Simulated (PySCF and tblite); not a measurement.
Values are calculated unless marked as measured or tabulated.
System: C3H7N, numbered as in [CH2:1]1[CH2:2][NH:3][CH2:4]1.

Geometries: PBE0-D3(BJ)/def2-SVP; energies: PBE0/pcSseg-1 + D3(BJ), IEF-PCM acetone; zero-point and thermal terms from GFN2-xTB harmonic modes (soft modes blended into free rotors). Rates follow Eyring's equation with the number of equivalent paths and no tunnelling. Programs: tblite and PySCF.

(1) How high is the barrier to the pyramidal inversion at N3, through which structure does it pass, and what rate follows at 298 K?

Answers

(1) The electronic barrier is 7.0 kcal/mol and ΔG‡(298 K) 6.0 kcal/mol, over a C2v saddle with an imaginary mode of 642i cm⁻¹ (GFN2-xTB). With 1 equivalent path, k is 2.6×10⁸ s⁻¹, a mean lifetime of the start of 3.8 ns against this motion.
